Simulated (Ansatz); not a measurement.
Species: N2H3 (charge -1, singlet). It need not be the lowest isomer of its formula. Whether it binds its extra electron was not tested at this geometry. 
Coordinates optimised at B3LYP-D3(BJ)/def2-TZVP (Ansatz, an electronic-structure program):
```
N
H 1 1.0252
H 1 1.0252 2 102.70
N 1 1.5001 2 107.10 3 -112.62
H 4 1.0304 1 100.53 2 -125.21
```
Charge -1, spin multiplicity 1.

Basis-set convergence of Hartree-Fock and CCSD(T) correlation energies (hartree) with Ansatz. Valence correlation only, unless marked. No spin-orbit coupling. Non-relativistic. This anion needs diffuse functions, which these sets lack.

```csv
basis,functions,E(HF),"E(corr, CCSD(T))",rough core time
cc-pVDZ,43,-110.48652,-0.38328,under 20 s
cc-pVTZ,102,-110.53767,-0.48216,under 20 s
cc-pVQZ,200,?,?,23 s
```

Task: Complete the blanks.

Result: 
- cc-pVQZ, E(HF): -110.55400
- cc-pVQZ, E(corr, CCSD(T)): -0.51426
